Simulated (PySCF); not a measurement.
Does the answer move with the share of exact exchange?

C5H6S.
SMILES: `C(=C)(SC)C#C`

Torsions of this conformer, `[CH:1]#[C:2][C:3](=[CH2:4])[S:5][CH3:6]`: C2–C3–S5–C6 1°.

PySCF, pcSseg-1 basis, density fitting, gas phase, PBE0-D3(BJ)/def2-SVP geometry. One functional is left out:

```tsv
functional	exact exchange (%)	HOMO energy (eV)	LUMO energy (eV)	dipole moment (D)
B97-D	0	-5.10	-1.76	1.481
BLYP	0	-4.96	-1.69	1.451
BP86	0	-5.25	-1.97	1.510
LDA	0	-5.27	-2.08	1.562
OPBE	0	-5.14	-1.77	1.499
PBE	0	-5.14	-1.86	1.498
B3LYP	20	-5.98	-1.16	1.468
PBE0	25	-6.20	-1.00	1.516
```

Task: Predict the row of mPW1PW91 (25 % exact exchange) by straight lines through the other rows, and check it.

Result: 
| property | line | computed | computed − line | PBE0 (25 %), for comparison |
| --- | --- | --- | --- | --- |
| HOMO energy (eV) | -6.20 | -6.23 | -0.03 | -6.20 |
| LUMO energy (eV) | -0.99 | -1.01 | -0.02 | -1.00 |
| dipole moment (D) | 1.494 | 1.513 | +0.019 | 1.516 |

Task: Which of these properties follows the share of exact exchange most closely, and which least?

Result: Most closely the HOMO energy, least the dipole moment; the correlations over the tabulated rows are HOMO energy -0.978, LUMO energy 0.946, dipole moment -0.063. The HOMO energy moves by -0.421 eV for every 10 %. Functionals with the same share still differ in their other parts: at 0 % BLYP and LDA differ by 0.31 eV in it.
